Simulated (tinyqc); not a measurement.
Worked calculation: UHF in the sto-3g basis, for CH3, spin multiplicity 2. One step of it, computed by the program tinyqc.

Question. Iteration 1: diagonalisation and new density. A level shift of 0.5 hartree raises the virtual space: F + shift (S - S D(s) S), with D(s) the density of one spin. Diagonalise F' = X^T F X, C = X C', fill 5 alpha and 4 beta electrons from the bottom; D(s) = C_occ C_occ^T; the new density keeps 0.7 of the old one (damping). Each column has its largest component positive (the first on a tie).

F(alpha) (hartree), order 1C 1s, 1C 2s, 1C 2px, 1C 2py, 1C 2pz, 2H 1s, 3H 1s, 4H 1s:
```
[[-9.384455, -2.633394, 0.000006, 0.000000, -0.001693, -0.524595, -0.524834, -0.524834],
 [-2.633394, -0.922557, 0.000068, 0.000000, 0.006452, -0.370345, -0.370473, -0.370473],
 [0.000006, 0.000068, 0.284792, 0.000000, -0.000004, -0.145975, 0.073032, 0.073032],
 [0.000000, 0.000000, 0.000000, 0.284789, 0.000000, 0.000000, -0.126437, 0.126437],
 [-0.001693, 0.006452, -0.000004, 0.000000, 0.372508, 0.008755, 0.008758, 0.008758],
 [-0.524595, -0.370345, -0.145975, 0.000000, 0.008755, -0.001615, -0.106632, -0.106632],
 [-0.524834, -0.370473, 0.073032, -0.126437, 0.008758, -0.106632, -0.001692, -0.106689],
 [-0.524834, -0.370473, 0.073032, 0.126437, 0.008758, -0.106632, -0.106689, -0.001692]]
```

F(beta) (hartree), order 1C 1s, 1C 2s, 1C 2px, 1C 2py, 1C 2pz, 2H 1s, 3H 1s, 4H 1s:
```
[[-9.364073, -2.602631, 0.000006, 0.000000, 0.000331, -0.517851, -0.518088, -0.518088],
 [-2.602631, -0.782603, 0.000069, 0.000000, 0.055386, -0.334155, -0.334270, -0.334270],
 [0.000006, 0.000069, 0.321500, 0.000000, -0.000003, -0.137221, 0.068653, 0.068653],
 [0.000000, 0.000000, 0.000000, 0.321497, 0.000000, 0.000000, -0.118854, 0.118854],
 [0.000331, 0.055386, -0.000003, 0.000000, 1.042882, 0.014929, 0.014933, 0.014933],
 [-0.517851, -0.334155, -0.137221, 0.000000, 0.014929, 0.011688, -0.097957, -0.097957],
 [-0.518088, -0.334270, 0.068653, -0.118854, 0.014933, -0.097957, 0.011619, -0.098011],
 [-0.518088, -0.334270, 0.068653, 0.118854, 0.014933, -0.097957, -0.098011, 0.011619]]
```

X, order 1C 1s, 1C 2s, 1C 2px, 1C 2py, 1C 2pz, 2H 1s, 3H 1s, 4H 1s:
```
[[1.027917, -0.159360, 0.000006, 0.000000, 0.001529, 0.023936, 0.023941, 0.023941],
 [-0.159360, 1.313091, -0.000074, 0.000000, -0.014718, -0.277779, -0.277898, -0.277898],
 [0.000006, -0.000074, 1.145200, 0.000000, 0.000004, -0.289682, 0.144909, 0.144909],
 [0.000000, 0.000000, 0.000000, 1.145217, 0.000000, 0.000000, -0.250937, 0.250937],
 [0.001529, -0.014718, 0.000004, 0.000000, 1.000750, 0.014207, 0.014215, 0.014215],
 [0.023936, -0.277779, -0.289682, 0.000000, 0.014207, 1.192970, -0.023346, -0.023346],
 [0.023941, -0.277898, 0.144909, -0.250937, 0.014215, -0.023346, 1.193086, -0.023348],
 [0.023941, -0.277898, 0.144909, 0.250937, 0.014215, -0.023346, -0.023348, 1.193086]]
```

D(alpha) at the start, order 1C 1s, 1C 2s, 1C 2px, 1C 2py, 1C 2pz, 2H 1s, 3H 1s, 4H 1s:
```
[[1.077190, -0.332289, 0.000015, 0.000000, 0.003834, 0.039243, 0.039254, 0.039254],
 [-0.332289, 1.417105, -0.000094, 0.000000, -0.021673, -0.156947, -0.157003, -0.157003],
 [0.000015, -0.000094, 1.225864, 0.000000, 0.000006, -0.216977, 0.108538, 0.108538],
 [0.000000, 0.000000, 0.000000, 1.225868, 0.000000, 0.000000, -0.187933, 0.187933],
 [0.003834, -0.021673, 0.000006, 0.000000, 1.001264, 0.011635, 0.011640, 0.011640],
 [0.039243, -0.156947, -0.216977, 0.000000, 0.011635, 0.055882, -0.001731, -0.001731],
 [0.039254, -0.157003, 0.108538, -0.187933, 0.011640, -0.001731, 0.055905, -0.001717],
 [0.039254, -0.157003, 0.108538, 0.187933, 0.011640, -0.001731, -0.001717, 0.055905]]
```

D(beta) at the start, order 1C 1s, 1C 2s, 1C 2px, 1C 2py, 1C 2pz, 2H 1s, 3H 1s, 4H 1s:
```
[[1.076926, -0.331191, 0.000015, 0.000000, 0.020039, 0.039271, 0.039283, 0.039283],
 [-0.331191, 1.412538, -0.000094, 0.000000, -0.089103, -0.157064, -0.157120, -0.157120],
 [0.000015, -0.000094, 1.225864, 0.000000, 0.000005, -0.216977, 0.108538, 0.108538],
 [0.000000, 0.000000, 0.000000, 1.225868, 0.000000, 0.000000, -0.187933, 0.187933],
 [0.020039, -0.089103, 0.000005, 0.000000, 0.005621, 0.009906, 0.009909, 0.009909],
 [0.039271, -0.157064, -0.216977, 0.000000, 0.009906, 0.055879, -0.001734, -0.001734],
 [0.039283, -0.157120, 0.108538, -0.187933, 0.009909, -0.001734, 0.055902, -0.001721],
 [0.039283, -0.157120, 0.108538, 0.187933, 0.009909, -0.001734, -0.001721, 0.055902]]
```

overlap S, order 1C 1s, 1C 2s, 1C 2px, 1C 2py, 1C 2pz, 2H 1s, 3H 1s, 4H 1s:
```
[[1.000000, 0.248362, 0.000000, 0.000000, 0.000000, 0.048027, 0.048049, 0.048049],
 [0.248362, 1.000000, 0.000000, 0.000000, 0.000000, 0.428508, 0.428616, 0.428616],
 [0.000000, 0.000000, 1.000000, 0.000000, 0.000000, 0.426134, -0.213140, -0.213140],
 [0.000000, 0.000000, 0.000000, 1.000000, 0.000000, 0.000000, 0.369087, -0.369087],
 [0.000000, 0.000000, 0.000000, 0.000000, 1.000000, -0.022372, -0.022380, -0.022380],
 [0.048027, 0.428508, 0.426134, 0.000000, -0.022372, 1.000000, 0.104687, 0.104687],
 [0.048049, 0.428616, -0.213140, 0.369087, -0.022380, 0.104687, 1.000000, 0.104748],
 [0.048049, 0.428616, -0.213140, -0.369087, -0.022380, 0.104687, 0.104748, 1.000000]]
```

Give: F' = X^T F X; orbital energies; coefficients C; F' = X^T F X; orbital energies; coefficients C; D(alpha) after iteration 1; D(beta) after iteration 1.

Answer.

F' = X^T F X (alpha) (hartree):
```
[[-9.1458, -1.5158, 0.0000, 0.0000, 0.0016, -0.0579, -0.0580, -0.0580],
 [-1.5158, -0.0824, 0.0000, 0.0000, -0.0145, -0.3558, -0.3559, -0.3559],
 [0.0000, 0.0000, 0.5364, 0.0000, 0.0000, -0.3910, 0.1956, 0.1956],
 [0.0000, 0.0000, 0.0000, 0.5364, 0.0000, 0.0000, -0.3387, 0.3387],
 [0.0016, -0.0145, 0.0000, 0.0000, 0.3738, 0.0186, 0.0186, 0.0186],
 [-0.0579, -0.3558, -0.3910, 0.0000, 0.0186, 0.7916, -0.0496, -0.0496],
 [-0.0580, -0.3559, 0.1956, -0.3387, 0.0186, -0.0496, 0.7917, -0.0496],
 [-0.0580, -0.3559, 0.1956, 0.3387, 0.0186, -0.0496, -0.0496, 0.7917]]
```

orbital energies (alpha) (hartree): [-9.3965, -0.2188, 0.1861, 0.1861, 0.3721, 1.0813, 1.1914, 1.1916]

coefficients C (alpha), order 1C 1s, 1C 2s, 1C 2px, 1C 2py, 1C 2pz, 2H 1s, 3H 1s, 4H 1s:
```
[[0.9892, -0.2598, 0.0000, 0.0000, -0.0104, -0.1941, -0.0003, 0.0000],
 [0.0458, 0.8474, 0.0000, 0.0002, 0.0484, 1.1220, 0.0016, 0.0000],
 [0.0000, -0.0001, 0.0000, 0.7150, 0.0000, 0.0011, -0.9624, 0.0000],
 [0.0000, 0.0000, 0.7150, 0.0000, 0.0000, 0.0000, 0.0000, 0.9624],
 [-0.0004, -0.0080, 0.0000, 0.0000, 0.9981, -0.0781, -0.0001, 0.0000],
 [-0.0083, 0.1262, 0.0000, 0.3524, -0.0196, -0.7080, 0.9718, 0.0000],
 [-0.0083, 0.1263, 0.3051, -0.1761, -0.0196, -0.7063, -0.4873, -0.8424],
 [-0.0083, 0.1263, -0.3051, -0.1761, -0.0196, -0.7063, -0.4873, 0.8424]]
```

F' = X^T F X (beta) (hartree):
```
[[-9.1305, -1.5045, 0.0000, 0.0000, -0.0065, -0.0587, -0.0588, -0.0588],
 [-1.5045, 0.0767, 0.0000, 0.0000, 0.0664, -0.3519, -0.3520, -0.3520],
 [0.0000, 0.0000, 0.5764, 0.0000, 0.0000, -0.3915, 0.1959, 0.1959],
 [0.0000, 0.0000, 0.0000, 0.5764, 0.0000, 0.0000, -0.3392, 0.3392],
 [-0.0065, 0.0664, 0.0000, 0.0000, 1.5421, 0.0242, 0.0242, 0.0242],
 [-0.0587, -0.3519, -0.3915, 0.0000, 0.0242, 0.7942, -0.0492, -0.0492],
 [-0.0588, -0.3520, 0.1959, -0.3392, 0.0242, -0.0492, 0.7943, -0.0492],
 [-0.0588, -0.3520, 0.1959, 0.3392, 0.0242, -0.0492, -0.0492, 0.7943]]
```

orbital energies (beta) (hartree): [-9.3740, -0.1123, 0.2120, 0.2120, 1.1244, 1.2078, 1.2079, 1.5459]

coefficients C (beta), order 1C 1s, 1C 2s, 1C 2px, 1C 2py, 1C 2pz, 2H 1s, 3H 1s, 4H 1s:
```
[[0.9903, -0.2461, 0.0000, 0.0000, -0.2057, 0.0004, 0.0000, -0.0122],
 [0.0413, 0.7871, 0.0000, 0.0002, 1.1657, -0.0021, 0.0000, 0.0368],
 [0.0000, -0.0001, 0.0000, 0.6973, 0.0015, 0.9753, 0.0000, 0.0000],
 [0.0000, 0.0000, 0.6973, 0.0000, 0.0000, 0.0000, 0.9753, 0.0000],
 [-0.0008, -0.0449, 0.0000, 0.0000, -0.0408, 0.0001, 0.0000, 0.9993],
 [-0.0074, 0.1624, 0.0000, 0.3701, -0.7011, -0.9649, 0.0000, 0.0134],
 [-0.0074, 0.1625, 0.3205, -0.1850, -0.6988, 0.4843, -0.8367, 0.0134],
 [-0.0074, 0.1625, -0.3205, -0.1850, -0.6988, 0.4843, 0.8367, 0.0134]]
```

D(alpha) after iteration 1, order 1C 1s, 1C 2s, 1C 2px, 1C 2py, 1C 2pz, 2H 1s, 3H 1s, 4H 1s:
```
[[1.0679, -0.2852, 0.0000, 0.0000, 0.0001, 0.0152, 0.0152, 0.0152],
 [-0.2852, 1.2087, -0.0001, 0.0000, -0.0027, -0.0782, -0.0782, -0.0782],
 [0.0000, -0.0001, 1.0115, 0.0000, 0.0000, -0.0763, 0.0382, 0.0382],
 [0.0000, 0.0000, 0.0000, 1.0115, 0.0000, 0.0000, -0.0661, 0.0661],
 [0.0001, -0.0027, 0.0000, 0.0000, 0.9998, 0.0020, 0.0020, 0.0020],
 [0.0152, -0.0782, -0.0763, 0.0000, 0.0020, 0.0813, -0.0149, -0.0149],
 [0.0152, -0.0782, 0.0382, -0.0661, 0.0020, -0.0149, 0.0813, -0.0149],
 [0.0152, -0.0782, 0.0382, 0.0661, 0.0020, -0.0149, -0.0149, 0.0813]]
```

D(beta) after iteration 1, order 1C 1s, 1C 2s, 1C 2px, 1C 2py, 1C 2pz, 2H 1s, 3H 1s, 4H 1s:
```
[[1.0662, -0.2777, 0.0000, 0.0000, 0.0171, 0.0133, 0.0133, 0.0133],
 [-0.2777, 1.1752, -0.0001, 0.0000, -0.0730, -0.0717, -0.0717, -0.0717],
 [0.0000, -0.0001, 1.0040, 0.0000, 0.0000, -0.0745, 0.0373, 0.0373],
 [0.0000, 0.0000, 0.0000, 1.0040, 0.0000, 0.0000, -0.0645, 0.0645],
 [0.0171, -0.0730, 0.0000, 0.0000, 0.0045, 0.0047, 0.0047, 0.0047],
 [0.0133, -0.0717, -0.0745, 0.0000, 0.0047, 0.0881, -0.0138, -0.0138],
 [0.0133, -0.0717, 0.0373, -0.0645, 0.0047, -0.0138, 0.0881, -0.0138],
 [0.0133, -0.0717, 0.0373, 0.0645, 0.0047, -0.0138, -0.0138, 0.0881]]
```
